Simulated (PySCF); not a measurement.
**Core-level binding energies of `C=[CH][AlH2]`**

Compound: C2H5Al.
Bonds: C1–C2 (double), C2–Al3. Hydrogens: H4, H5 on C1; H6 on C2; H7, H8 on Al3.

Computed, not measured: delta-SCF UKS SCAN, pcX-2 on the ionised atom, pcseg-1 elsewhere, spin-free X2C (PySCF). Vertical ΔSCF values, vacuum level as zero.

Task: What binding energy does each computed site have?

Result: 
```json
{"atom(s)": "Al3", "environment": "aluminium bonded to C and 2 H", "level": "Al 1s", "binding energy (eV)": "1566.79", "above the level's lowest (eV)": "0.00", "count": "1"}
{"atom(s)": "C1", "environment": "terminal =CH2 carbon", "level": "C 1s", "binding energy (eV)": "290.69", "above the level's lowest (eV)": "+0.85", "count": "1"}
{"atom(s)": "C2", "environment": "alkene CH carbon", "level": "C 1s", "binding energy (eV)": "289.84", "above the level's lowest (eV)": "0.00", "count": "1"}
```

Lowest listed C 1s: C2, bonded to C (double bond), H and Al. Highest, 0.85 eV above it: C1, bonded to C (double bond) and 2 H.

Task: Which effective nuclear charge Zeff reproduces each element's mean 1s value in the hydrogen-like formula E = 13.606 eV × Zeff²?

Result: C (Z = 6): mean 290.3 eV, Zeff = 4.62, Z − Zeff = 1.38; Al (Z = 13): mean 1566.8 eV, Zeff = 10.73, Z − Zeff = 2.27. Means run over the listed sites, weighted by atom count.

Isolated species at its PBE0-D3(BJ)/def2-SVP geometry, gas phase.

Hardware: an Arm Neoverse V2 with one thread, on a shared host. Cost: 10 s.
